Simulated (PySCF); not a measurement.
**Relaxation of doublet PO(OH)2**

All numbers come from UPBE0 in PySCF with P def2-TZVP, O def2-TZVP, H def2-TZVP; no relativity; density-fitted integrals. A (50,194) grid was used.

A start displaced from a saddle point along its imaginary mode, of Cs symmetry, held to at least that symmetry:

```xyz
6
charge 0 multiplicity 2, angstrom
P    -0.0259   -0.1172    0.1431
O     0.0209    0.0944    1.6125
O     1.2211   -0.2028   -0.9158
O    -1.1925    0.3317   -0.9158
H     2.0472   -0.4243   -0.4599
H    -2.0349    0.4797   -0.4599
```

Optimiser trace:
```tsv
step	E − E(last) (kJ/mol)	largest gradient (Eh/bohr)
0	76.14	0.08049
1	16.34	0.04431
2	1.16	0.01992
3	0.71	0.00985
4	0.31	0.00492
5	0.12	0.00216
6	0.05	0.00107
7	0.02	0.00119
8	0.00	0.00062
9	0.00	0.00009
```

It ends at Cs with O–H 0.964 Å (×2), P–O 1.473 Å, P–O 1.603 Å (×2); H–O–P 110.9° (×2), O–P–O 97.1°, O–P–O 117.3° (×2) (after a last refinement on a finer grid). A frequency run shows a minimum. Other isomers or separated fragments may lie lower.

The relaxation took 22 s on 4 threads of a shared Arm Neoverse V2 host, with 142 basis functions and 10 gradients; the process peaked at 2 GiB. Launch command: `OMP_NUM_THREADS=4 python axn.py task.json out`.
